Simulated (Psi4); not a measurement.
**doublet CH4OSi− at 3 levels**

Wanted: a comparison of 3 runs (U-r2SCAN/aug-cc-pVDZ, UBHLYP/aug-cc-pVDZ, UM06-L/aug-cc-pVDZ) of doublet CH4OSi−. 

Program for the calculation: Psi4 1.11.

2 further runs of the same task are left out: 2 set aside as unsound or not needed.

### Step 1. The system as given

The species is CH4OSi− (7 atoms), meant as a doublet with charge -1. SMILES of the parent species: `CO[SiH]`. The shape is that of a PBE0-D4/def2-TZVP optimisation. This is one conformer, not always the lowest. That shape belongs to the parent species and isn't relaxed for this state.

Bond lengths: C1–O2 1.410 Å, O2–Si3 1.639 Å, C1–H4 1.092 Å, C1–H5 1.095 Å, C1–H6 1.092 Å, Si3–H7 1.552 Å. Angles: C1–O2–Si3 130.6°, O2–C1–H4 109.2°, O2–C1–H5 110.9°, O2–C1–H6 109.2°, O2–Si3–H7 97.1°, H4–C1–H5 109.5°, H4–C1–H6 108.5°, H5–C1–H6 109.5°.

### Step 2. Energy and forces at U-r2SCAN/aug-cc-pVDZ (run 1)

Input file job.json:

```json
{
 "schema_name": "qcschema_input",
 "schema_version": 1,
 "molecule": {
  "schema_name": "qcschema_molecule",
  "schema_version": 2,
  "symbols": ["C", "O", "Si", "H", "H", "H", "H"],
  "geometry": [-0.96829567, 0.91746203, -0.63967229, -0.83752662, -0.84376271, 1.35606747, 1.50592275, -2.62161705, 2.32417416, -2.44984095, 0.34166248, -1.9568114, 0.83866045, 1.03462505, -1.64160508, -1.45376631, 2.77317309, 0.12358809, 3.4803086, -1.73023324, 0.34789858],
  "molecular_charge": -1,
  "molecular_multiplicity": 2,
  "fix_symmetry": "c1"
 },
 "driver": "gradient",
 "model": {
  "method": "r2scan",
  "basis": "aug-cc-pVDZ"
 },
 "keywords": {
  "reference": "uks",
  "puream": true,
  "e_convergence": 1e-09,
  "d_convergence": 1e-08,
  "scf_type": "pk",
  "dft_radial_points": 99,
  "dft_spherical_points": 590,
  "maxiter": 200,
  "scf_properties": ["QUADRUPOLE", "DIPOLE", "MAYER_INDICES"]
 }
}
```

Run with:

```sh
$ psi4 --qcschema job.json -n 1 --memory 1600MB
```

stdout:

```text
[...]
  Running in c1 symmetry.
[...]
  Nuclear repulsion =  101.069904561138330
[...]
  Multiplicity = 2
[...]
  Nalpha       = 17
  Nbeta        = 16
[...]
    Number of basis functions: 109
[...]
   @UKS iter   1:  -404.72078255947196   -1.82822e-01   7.83218e-03 ADIIS/DIIS
[...]
   @UKS iter  15:  -405.12813107298416   -1.45519e-11   8.66286e-09 DIIS
[...]
   @S^2 Observed:                7.589738935E-01
[...]
  @UKS Final Energy:  -405.12813107298416
   => Energetics <=
    Nuclear Repulsion Energy =            101.0699045611383298
    One-Electron Energy =                -765.1462915106621949
    Two-Electron Energy =                 295.4312508103728305
    DFT Exchange-Correlation Energy =     -36.4829949338330977
    Empirical Dispersion Energy =           0.0000000000000000
    VV10 Nonlocal Energy =                  0.0000000000000000
    Total Energy =                       -405.1281310729841607
[...]
  -Total Gradient:
     Atom            X                  Y                   Z
    ------   -----------------  -----------------  -----------------
       1       -0.002936440680     0.011842749714    -0.012507088674
       2        0.052621838829    -0.039265723288     0.021011604105
       3       -0.044777886872     0.037843839699    -0.023041662284
       4        0.005735116743     0.001292949439     0.007152346970
       5       -0.006050193114    -0.000702299797     0.003711824220
       6        0.001513739002    -0.008962757955    -0.001619513081
       7       -0.006286785403    -0.002046458544     0.005375573841
[...]
```

The result, in JSON:

```text
{
 "driver": "gradient",
 "model": {
  "method": "r2scan",
  "basis": "aug-cc-pVDZ"
 },
 "success": true,
 "return_result": [-0.002936440680181538, 0.011842749714147699, -0.012507088674453326, 0.05262183882862574, -0.03926572328767322, 0.02101160410502456, -0.04477788687195444, 0.037843839698950346, -0.023041662284292913, 0.005735116742770954, 0.0012929494385423915, 0.007152346969846166, -0.0060501931140053145, -0.000702299796936888, 0.003711824220384796, 0.0015137390021641092, -0.008962757954799422, -0.0016195130807068747, -0.00628678540263547, -0.0020464585437132837, 0.0053755738412334525],
 "properties": {
  "calcinfo_nbasis": 109,
  "calcinfo_nmo": 109,
  "calcinfo_nalpha": 17,
  "calcinfo_nbeta": 16,
  "calcinfo_natom": 7,
  "nuclear_repulsion_energy": 101.06990456113833,
  "return_energy": -405.12813107298416,
  "return_gradient": [-0.002936440680181538, 0.011842749714147699, -0.012507088674453326, 0.05262183882862574, -0.03926572328767322, 0.02101160410502456, -0.04477788687195444, 0.037843839698950346, -0.023041662284292913, 0.005735116742770954, 0.0012929494385423915, 0.007152346969846166, -0.0060501931140053145, -0.000702299796936888, 0.003711824220384796, 0.0015137390021641092, -0.008962757954799422, -0.0016195130807068747, -0.00628678540263547, -0.0020464585437132837, 0.0053755738412334525],
  "scf_one_electron_energy": -765.1462915106622,
  "scf_two_electron_energy": 295.43125081037283,
  "scf_xc_energy": -36.4829949338331,
  "scf_dipole_moment": [-1.2393725773019488, 1.5329087459022528, -1.2063397698470104],
  "scf_total_energy": -405.12813107298416,
  "scf_total_gradient": [-0.002936440680181538, 0.011842749714147699, -0.012507088674453326, 0.05262183882862574, -0.03926572328767322, 0.02101160410502456, -0.04477788687195444, 0.037843839698950346, -0.023041662284292913, 0.005735116742770954, 0.0012929494385423915, 0.007152346969846166, -0.0060501931140053145, -0.000702299796936888, 0.003711824220384796, 0.0015137390021641092, -0.008962757954799422, -0.0016195130807068747, -0.00628678540263547, -0.0020464585437132837, 0.0053755738412334525],
  "scf_iterations": 15
 }
}
```

Run time: 80 s. Hardware: 1 thread of Intel Xeon 6975P-C (Granite Rapids), shared host; peak memory 0.65 GiB.

### Step 3. A single-point energy at UBHLYP/aug-cc-pVDZ (run 2)

Input file job.inp:

```
memory 1600 mb

molecule geom {
  -1 2
  C     -0.96829567     0.91746203    -0.63967229
  O     -0.83752662    -0.84376271     1.35606747
  Si     1.50592275    -2.62161705     2.32417416
  H     -2.44984095     0.34166248    -1.95681140
  H      0.83866045     1.03462505    -1.64160508
  H     -1.45376631     2.77317309     0.12358809
  H      3.48030860    -1.73023324     0.34789858
  units au
  symmetry c1
  no_reorient
  no_com
}

set {
  basis aug-cc-pVDZ
  reference uks
  puream true
  e_convergence 1e-09
  d_convergence 1e-08
  scf_type pk
  dft_radial_points 99
  dft_spherical_points 590
  maxiter 200
}

e, wfn = energy('bhhlyp', return_wfn=True)
```

Run with:

```sh
$ psi4 -i job.inp -o job.out -n 1
```

job.out:

```text
[...]
  Running in c1 symmetry.
[...]
  Nuclear repulsion =  101.069904561138330
[...]
  Multiplicity = 2
[...]
  Nalpha       = 17
  Nbeta        = 16
[...]
    Number of basis functions: 109
[...]
   @UKS iter   1:  -404.89868530797611   -4.54072e-01   6.18191e-03 ADIIS/DIIS
[...]
   @UKS iter  14:  -405.15230434391174   -9.26548e-12   6.91828e-09 DIIS
[...]
   @S^2 Observed:                7.570692745E-01
[...]
  @UKS Final Energy:  -405.15230434391174
   => Energetics <=
    Nuclear Repulsion Energy =            101.0699045611383298
    One-Electron Energy =                -765.3169458371863811
    Two-Electron Energy =                 277.9605712122233285
    DFT Exchange-Correlation Energy =     -18.8658342800869683
    Empirical Dispersion Energy =           0.0000000000000000
    VV10 Nonlocal Energy =                  0.0000000000000000
    Total Energy =                       -405.1523043439117373
[...]
 Multipole Moments:
 ------------------------------------------------------------------------------------
     Multipole            Electronic (a.u.)      Nuclear  (a.u.)        Total (a.u.)
 ------------------------------------------------------------------------------------
 L = 1.  Multiply by 2.5417464519 to convert [e a0] to [Debye]
 Dipole X            :        -10.4945726            8.9882933           -1.5062793
 Dipole Y            :         38.2944597          -35.5287408            2.7657189
 Dipole Z            :        -38.9155221           36.4220145           -2.4935076
 Magnitude           :                                                    4.0169216
[...]
```

Run time: 31 s. Hardware: 1 thread of Intel Xeon 6975P-C (Granite Rapids), shared host; peak memory 0.65 GiB.

### Step 4. A single-point energy at UM06-L/aug-cc-pVDZ (run 3)

Input file job.json:

```json
{
  "schema_name": "qcschema_input",
  "schema_version": 1,
  "molecule": {
    "schema_name": "qcschema_molecule",
    "schema_version": 2,
    "symbols": ["C", "O", "Si", "H", "H", "H", "H"],
    "geometry": [-0.96829567, 0.91746203, -0.63967229, -0.83752662, -0.84376271, 1.35606747, 1.50592275, -2.62161705, 2.32417416, -2.44984095, 0.34166248, -1.9568114, 0.83866045, 1.03462505, -1.64160508, -1.45376631, 2.77317309, 0.12358809, 3.4803086, -1.73023324, 0.34789858],
    "molecular_charge": -1,
    "molecular_multiplicity": 2,
    "fix_symmetry": "c1"
  },
  "driver": "energy",
  "model": {
    "method": "m06-l",
    "basis": "aug-cc-pVDZ"
  },
  "keywords": {
    "reference": "uks",
    "puream": true,
    "e_convergence": 1e-09,
    "d_convergence": 1e-08,
    "scf_type": "pk",
    "dft_radial_points": 99,
    "dft_spherical_points": 590,
    "maxiter": 200,
    "scf_properties": ["WIBERG_LOWDIN_INDICES", "QUADRUPOLE", "MULLIKEN_CHARGES"]
  }
}
```

Run with:

```sh
$ psi4 --qcschema job.json -n 1 --memory 1600MB
```

stdout:

```text
[...]
  Running in c1 symmetry.
[...]
  Nuclear repulsion =  101.069904561138330
[...]
  Multiplicity = 2
[...]
  Nalpha       = 17
  Nbeta        = 16
[...]
    Number of basis functions: 109
[...]
   @UKS iter   1:  -404.77600028905255   -2.16452e-01   7.93056e-03 ADIIS/DIIS
[...]
   @UKS iter  15:  -405.18887312662349   -5.62750e-12   2.86322e-09 DIIS
[...]
   @S^2 Observed:                7.541190086E-01
[...]
  @UKS Final Energy:  -405.18887312662349
   => Energetics <=
    Nuclear Repulsion Energy =            101.0699045611383298
    One-Electron Energy =                -765.3211142460784231
    Two-Electron Energy =                 295.6395588729632209
    DFT Exchange-Correlation Energy =     -36.5772223146465549
    Empirical Dispersion Energy =           0.0000000000000000
    VV10 Nonlocal Energy =                  0.0000000000000000
    Total Energy =                       -405.1888731266234913
[...]
 Multipole Moments:
 ------------------------------------------------------------------------------------
     Multipole            Electronic (a.u.)      Nuclear  (a.u.)        Total (a.u.)
 ------------------------------------------------------------------------------------
 L = 1.  Multiply by 2.5417464519 to convert [e a0] to [Debye]
 Dipole X            :         -0.9070573           -0.3626770           -1.2697343
 Dipole Y            :         -2.0260863            3.6121422            1.5860559
 Dipole Z            :          2.7953413           -4.0483827           -1.2530415
 Magnitude           :                                                    2.3870298
 L = 2.  Multiply by 1.3450342976 to convert [e a0^2] to [Debye ang]
 Quadrupole XX       :        -90.8643309           61.3969300          -29.4674009
 Quadrupole XY       :         55.7660200          -55.0322847            0.7337353
[...]
```

The result, in JSON:

```text
{
 "driver": "energy",
 "model": {
  "method": "m06-l",
  "basis": "aug-cc-pVDZ"
 },
 "success": true,
 "return_result": -405.1888731266235,
 "properties": {
  "calcinfo_nbasis": 109,
  "calcinfo_nmo": 109,
  "calcinfo_nalpha": 17,
  "calcinfo_nbeta": 16,
  "calcinfo_natom": 7,
  "nuclear_repulsion_energy": 101.06990456113833,
  "return_energy": -405.1888731266235,
  "scf_one_electron_energy": -765.3211142460784,
  "scf_two_electron_energy": 295.6395588729632,
  "scf_xc_energy": -36.577222314646555,
  "scf_dipole_moment": [-1.2697343198368078, 1.586055896085277, -1.253041460244937],
  "scf_total_energy": -405.1888731266235,
  "scf_iterations": 15
 }
}
```

It took 63 s on 1 thread of Intel Xeon 6975P-C (Granite Rapids), shared host; peak memory 0.65 GiB.

### Step 5. The series

```tsv
run	level	task	energy (Eh)	HOMO energy (eV)	LUMO energy (eV)	⟨S²⟩	wall time
1	U-r2SCAN/aug-cc-pVDZ	gradient	-405.128131	1.80	2.72	0.759	80 s
2	UBHLYP/aug-cc-pVDZ	energy	-405.152304	0.83	2.96	0.757	31 s
3	UM06-L/aug-cc-pVDZ	energy	-405.188873	2.12	2.81	0.754	63 s
```

### Step 6. Results

| quantity | value |
| --- | --- |
| run 3: total energy | -405.18887 Eh |
| run 3: HOMO energy (highest over α and β) | 2.12 eV |
| run 3: LUMO energy (lowest over α and β) | 2.81 eV |
| run 3: ⟨S²⟩ | 0.754 |

**Reading.** Totals of different functionals can't be ranked against each other. In runs 1, 2, 3 the HOMO lies above zero, so the outermost electron may be held by the basis alone. All runs together took 2.9 min, the longest 80 s.
